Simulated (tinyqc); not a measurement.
ROHF in the sto-3g basis, for NH, spin multiplicity 3, step by step. One step of it, computed by the program tinyqc.

Task: Orthogonalisation. S = U s U^T; symmetric (Loewdin) form X = U s^(-1/2) U^T, so that X^T S X = 1.

overlap S, order 1N 1s, 1N 2s, 1N 2px, 1N 2py, 1N 2pz, 2H 1s:
$$\begin{pmatrix}
1.000000 & 0.235038 & 0.000000 & 0.000000 & 0.000000 & 0.051533 \\
0.235038 & 1.000000 & 0.000000 & 0.000000 & 0.000000 & 0.462411 \\
0.000000 & 0.000000 & 1.000000 & 0.000000 & 0.000000 & 0.000000 \\
0.000000 & 0.000000 & 0.000000 & 1.000000 & 0.000000 & 0.000000 \\
0.000000 & 0.000000 & 0.000000 & 0.000000 & 1.000000 & 0.420889 \\
0.051533 & 0.462411 & 0.000000 & 0.000000 & 0.420889 & 1.000000
\end{pmatrix}$$

Give: eigenvalues of S; X.

Result:

eigenvalues of S: [0.362, 0.834, 1.000, 1.000, 1.138, 1.666]

X, order 1N 1s, 1N 2s, 1N 2px, 1N 2py, 1N 2pz, 2H 1s:
$$\begin{pmatrix}
1.023 & -0.133 & 0.000 & 0.000 & -0.010 & 0.024 \\
-0.133 & 1.141 & 0.000 & 0.000 & 0.107 & -0.320 \\
0.000 & 0.000 & 1.000 & 0.000 & 0.000 & 0.000 \\
0.000 & 0.000 & 0.000 & 1.000 & 0.000 & 0.000 \\
-0.010 & 0.107 & 0.000 & 0.000 & 1.095 & -0.287 \\
0.024 & -0.320 & 0.000 & 0.000 & -0.287 & 1.211
\end{pmatrix}$$
